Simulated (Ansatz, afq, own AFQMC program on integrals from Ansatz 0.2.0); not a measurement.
Two steps: Ansatz 0.2.0 writes the Fock matrix and Cholesky factors of the valence space, and afq projects on them the lowest state that overlaps trial and start.

```yaml
crystal:
  periodic: [false, false, false]
  atoms:
    - {symbol: N, position_ang: [0.000000, 0.000000, 0.000000]}
    - {symbol: H, position_ang: [0.000000, 0.000000, 1.038535]}
basis:
  gaussian: {orbitals: cc-pVDZ}
magnetization: {spin_polarized: false}
correlation: {method: ccsd_t, electrons: outside_noble_gas, hamiltonian_folder: ham}
```

```sh
$ ansatz run in.yaml --threads 1 --pin off --events-out ev --progress --plain --max-ram 1843MiB
```

afq runs on the folder ham with

```
--method phaseless --trial hf --walkers 400 --populations 1 --least-time 40 --time-step 0.005 --steps-per-block 20 --equilibration-blocks 112 --max-blocks 600 --target-error 0.00087 --factor-cut 1e-05 --seed 2511 --taylor-order 6
```

Times are imaginary, in 1/Eh. The walk had a cap of 297 s.

Log:

```
orbitals 18  electrons 3 3  factors 117 of 182
reference energy -54.85765724 Eh
CCSD correlation -0.15176777 Eh in 12 cycles, weight of the determinant in the CISD state 0.8399
energy of the start -54.857657 Eh
 block  time / (1/Eh)  mean weight  energy / Eh
     1     0.100  1.0017  -54.894832
     2     0.200  1.0014  -54.919439
     3     0.300  1.0013  -54.937826
     4     0.400  1.0011  -54.951667
     5     0.500  1.0004  -54.963047
     7     0.700  1.0009  -54.976349
     9     0.900  1.0002  -54.992033
    18     1.800  0.9994  -54.996098
    52     5.200  0.9993  -55.013768
    86     8.600  1.0000  -55.006905
   120    12.000  0.9999  -55.004630
   154    15.400  1.0002  -55.002286
   188    18.800  0.9979  -55.022844
   222    22.200  0.9990  -55.023886
   256    25.600  0.9991  -55.019908
   290    29.000  1.0001  -55.026300
   324    32.400  0.9997  -55.021624
   358    35.800  1.0010  -55.040572
   375    37.500  0.9988  -54.999581
   392    39.200  1.0001  -55.019653
   409    40.900  1.0009  -55.051960
   426    42.600  1.0011  -55.007760
   460    46.000  0.9999  -55.019912
   494    49.400  1.0000  -55.029255
   528    52.800  0.9994  -55.019526
   562    56.200  1.0003  -55.028938
   596    59.600  0.9995  -55.018753
   630    63.000  0.9999  -55.026975
   664    66.400  1.0005  -55.034043
   698    69.800  1.0003  -55.031070
blocks merged  error / Eh  count
     1  0.000601  600
     2  0.000794  300
     4  0.001049  150
     8  0.001371  75
    16  0.001803  37
    32  0.002130  18
    64  0.002427  9
energy -55.026481 +/- 0.002130 Eh
(rows thinned)
```

The run passed its tests (sampling time, drift between the halves within three errors, error under three times the target), which doesn't prove that it has relaxed. The second half of the sampling lies below the first by 1.8 errors of their difference, so the energy may still be moving and its error bar be too small.

Against this walk (error 58.0 meV) on the same determinant: CCSD(T) 278.1 meV higher, CCSDT(Q) 48.0 meV higher (within the noise), CCSDTQ 52.9 meV higher (within the noise), full CI (a separate run on its own orbitals, whose frozen core shifts it by up to a few meV) 52.3 meV higher (within the noise), a separate phaseless walk with a CISD trial and standard settings 190.8 ± 58.7 meV higher. The error is statistical and leaves out the bias of the constraint. The determinant is a poor start (see the cautions), so the low cluster orders aren't to be relied on, and full CI is the sure value.

Cautions: constraint bias not in the error; error above the target (58.0 against 23.7 meV); higher spins were not checked; restricted determinant unstable towards unrestricted (UHF 2.06 eV lower, ⟨S²⟩ 1.01); strong correlation (T1 0.006, weight of the determinant 0.84, largest double 0.36); the CCSDT(Q) amplitudes may be one of several solutions (largest double 0.96); the CCSDTQ amplitudes may be one of several solutions (largest double 0.98); the determinant fills πx and πy unequally, so it mixes two states of the linear molecule, and each level undoes that mixture to a different degree, while full CI gives the lower state, and by Hund's rule a triplet of that filling probably lies lower still; CCSDTQ on the UHF determinant differs (1.83 eV lower), perhaps since the unrestricted series falls towards higher spin; full CI with its own frozen core.

The walk took 75 s on 1 thread of Intel(R) Xeon(R) 6975P-C (Granite Rapids), with other jobs on the host. The log's last line is the phaseless energy.

CCSDT and higher add their correlation energy to the determinant of the CCSD(T) run, since their own runs factorise the integrals more tightly (a shift of under 2 meV).
